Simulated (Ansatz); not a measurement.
ClH$_{4}$PSi, SMILES `P[SiH2]Cl`. Charge 0, multiplicity 1.

Cartesian coordinates in Å:
```
P -0.2081 -1.1926 -0.9369
Si -0.2270 0.6265 0.3787
Cl -1.2711 0.1660 2.0913
H 0.8106 -1.8247 -0.1743
H 0.7204 -0.5890 -1.8313
H -0.9419 1.7201 -0.3231
H 1.1170 1.0938 0.7955
```

**Question.** Give the diagnostics of a CCSD(T)/def2-TZVPP run (frozen core, Ansatz). (Estimate.)

**Answer.** Ansatz gave: T1 = 0.0115, largest single amplitude 0.015, largest double 0.023, (T) share of the correlation energy 3.9 %, 9 CCSD cycles. The RHF solution is stable towards an unrestricted one. T1 lies under the customary mark of 0.02 for closed shells.
